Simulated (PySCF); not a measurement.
Molecule: `C=CC#CC#N`, C5H3N.

Molfile (atoms numbered from 1):
```
C5H3N
     RDKit          3D

  9  8  0  0  0  0  0  0  0  0999 V2000
   -1.6103   -1.0007   -0.5726 C   0  0  0  0  0  0  0  0  0  0  0  0
   -0.4853   -1.0416    0.1580 C   0  0  0  0  0  0  0  0  0  0  0  0
    0.4080    0.0509    0.2879 C   0  0  0  0  0  0  0  0  0  0  0  0
    1.1881    0.9807    0.4096 C   0  0  0  0  0  0  0  0  0  0  0  0
    2.0654    2.0270    0.5445 C   0  0  0  0  0  0  0  0  0  0  0  0
    2.8104    2.9137    0.6588 N   0  0  0  0  0  0  0  0  0  0  0  0
   -1.9031   -0.1005   -1.1184 H   0  0  0  0  0  0  0  0  0  0  0  0
   -2.2628   -1.8740   -0.6381 H   0  0  0  0  0  0  0  0  0  0  0  0
   -0.2104   -1.9554    0.6977 H   0  0  0  0  0  0  0  0  0  0  0  0
  1  2  2  0
  2  3  1  0
  3  4  3  0
  4  5  1  0
  5  6  3  0
  1  7  1  0
  1  8  1  0
  2  9  1  0
M  END
```

Spin–spin couplings on one PBE0-D3(BJ)/def2-SVP geometry, PySCF, gas phase, non-relativistic, equivalent pairs averaged; isotopes 13C, 1H; basis pcJ-1.

Problem. How do the couplings (Hz) change with the functional? Times are CPU seconds on shared hosts with different chips, so compare them loosely.

Solution. 
| functional | functions | 1J(C3,C4) | 1J(C4,C5) | 1J(C1,H8) | 1J(C2,H9) | 1J(C1,H7) | 1J(C2,C3) | 1J(C1,C2) | core-s |
| --- | --- | --- | --- | --- | --- | --- | --- | --- | --- |
| LDA | 192 | 203.2 | 143.9 | 135.9 | 135.9 | 134.2 | 75.4 | 57.8 | 12 |
| PBE | 192 | 218.5 | 156.9 | 160.5 | 161.5 | 159.2 | 89.0 | 72.5 | 17 |
| KT2 | 192 | 203.5 | 142.1 | 172.0 | 174.6 | 170.1 | 77.0 | 61.7 | 18 |
| B3LYP | 192 | 236.7 | 176.8 | 175.5 | 176.7 | 174.1 | 100.5 | 82.6 | 32 |
| PBE0 | 192 | 234.0 | 172.3 | 167.0 | 168.9 | 165.4 | 99.1 | 81.8 | 18 |
| B97-2 | 192 | 228.2 | 168.7 | 160.7 | 160.5 | 159.2 | 97.1 | 79.4 | 18 |
| BHandHLYP | 192 | 272.4 | 209.2 | 192.0 | 194.9 | 190.4 | 124.0 | 105.1 | 25 |
| CAM-B3LYP | 192 | 241.0 | 179.2 | 173.2 | 175.1 | 171.6 | 101.2 | 83.1 | 31 | Left out for a near triplet instability: HF/pcJ-1.
